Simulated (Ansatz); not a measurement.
## Smallest direct gap on the k points sampled of tetradymite Bi₂Se₃ at several levels of theory

No measured value is used here.

```csv
level (code),value (eV)
LDA+SOC (Ansatz),___
BLYP (Ansatz),0.26
PBE+SOC (Ansatz),0.37
PBEsol+SOC (Ansatz),0.35
RPBE (Ansatz),0.29
r²SCAN+SOC (Ansatz),___
B3LYP (VWN-RPA form) (Ansatz),1.02
HSE06+SOC (Ansatz),0.15
r²SCAN0 (Ansatz),___
```

Q: Fill in the missing entries.

A: 
- LDA+SOC (Ansatz, a first-principles code), value (eV): 0.32
- r²SCAN+SOC (Ansatz), value (eV): 0.21
- r²SCAN0 (Ansatz), value (eV): 1.36

Computed values are for a static lattice. Levels without +SOC have no spin–orbit coupling; where heavier elements are present it shifts gaps, mostly down, and can invert bands.  Values are at the measured cell. Cutoffs and k meshes differ between the levels. Ansatz's density-functional and Hartree–Fock values are scalar-relativistic unless marked +SOC, with PAW data made under PBE.
